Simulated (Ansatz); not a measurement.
Input for Ansatz (development build ahead of 0.2.0):

```yaml
crystal:
  periodic: [false, false, false]
  atoms:
    - { symbol: P, position_ang: [0.0, 0.0, 0.0] }
    - { symbol: O, position_ang: [0.0, 0.0, 1.4022] }
basis:
  gaussian: { orbitals: def2-SVP }
magnetization:
  spin_polarized: true
  initial_magnetization: 1
hamiltonian:
  xc: hf
correlation:
  method: ccsd_t
  frozen_orbitals: { O: 1, P: 5 }
scf:
  omitted_lower_state_checks: [stability, starts, atomic_configurations, cluster_reference, orbital_swaps, given_window_search, neighbouring_geometries, increment]
```

The input is written out in the form of the current development build from the run's settings.

The run gave:

- Converged: yes
- Reference energy: -415.38842 hartree
- Correlation energy: -0.29425 hartree
- Total energy: -415.68267 hartree
